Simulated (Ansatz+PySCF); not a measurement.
The numbers below are computed, except where a source is named.
Input for Ansatz (development build ahead of 0.2.0):

```yaml
crystal:
  periodic: [false, false, false]
  atoms:
    - { symbol: C, position_ang: [0.0, 0.0, -0.17962] }
    - { symbol: H, position_ang: [0.0, 0.86189, 0.53887] }
    - { symbol: H, position_ang: [0.0, -0.86189, 0.53887] }
basis:
  gaussian: { orbitals: def2-SVP }
magnetization:
  spin_polarized: true
hamiltonian:
  xc: pbe
scf:
  omitted_lower_state_checks: [starts, atomic_configurations, cluster_reference, orbital_swaps, given_window_search, neighbouring_geometries, increment]
output:
  forces: true
```

The input is written out in the form of the current development build from the run's settings.

The run gave:

```yaml
Converged: yes
Total_energy: -39.04248 hartree
Spin_squared_of_the_determinant: 0.660
Stability_test: minimum
```

Forces (eV/Å):
```
atom     Fx      Fy      Fz
  C1  0.000   0.000   0.834
  H2  0.000   0.432  -0.417
  H3  0.000  -0.432  -0.417
```

Caution: another spin multiplicity may lie lower; the unrestricted determinant is spin contaminated.
